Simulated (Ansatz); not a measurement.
Bond stretch in CH, doublet.

Levels: UKS-PBE = Ansatz (a first-principles code) with unrestricted PBE/aug-cc-pVTZ; FCI = full CI/aug-cc-pVTZ, frozen core (Ansatz).

Energies relative to the lowest point of each curve between 0.93 and 1.35 Å, where full CI is lowest, in kJ/mol; the last columns give the error against full CI:

```
R / Å  UKS-PBE    FCI  UKS-PBE − FCI
-----  -------  -----  -------------
0.77     369.6  363.3            6.3
0.84     202.2  196.0            6.2
0.88     137.0  131.3            5.8
0.93      78.6   73.6            5.0
0.97      46.3   42.1            4.2
1.03      16.2   13.5            2.7
1.05      10.0    7.8            2.2
1.08       3.7    2.4            1.3
1.11       0.4    0.0            0.4
1.15       0.0    0.8           -0.8
1.20       4.4    6.7           -2.3
1.28      19.6   24.3           -4.7
1.35      38.3   45.0           -6.6
1.44      66.8   75.2           -8.4
1.56     108.1  117.4           -9.2
1.71     160.2  167.8           -7.6
1.89     218.5  220.0           -1.5
2.10     274.9  267.0            7.9
2.38     318.8  306.9           11.9
2.70     340.3  329.1           11.1
3.09     349.5  339.4           10.1
3.67     353.2  343.6            9.5
```

UKS-PBE is furthest from FCI at 2.38 (11.9 kJ/mol, above); its mean absolute error over the points is 5.7 kJ/mol.

The unrestricted determinant behind UKS-PBE is spin-contaminated at 0.77 to 1.11, 2.10 to 3.67 Å (<S²> up to 1.7, against 0.75 for a pure doublet).
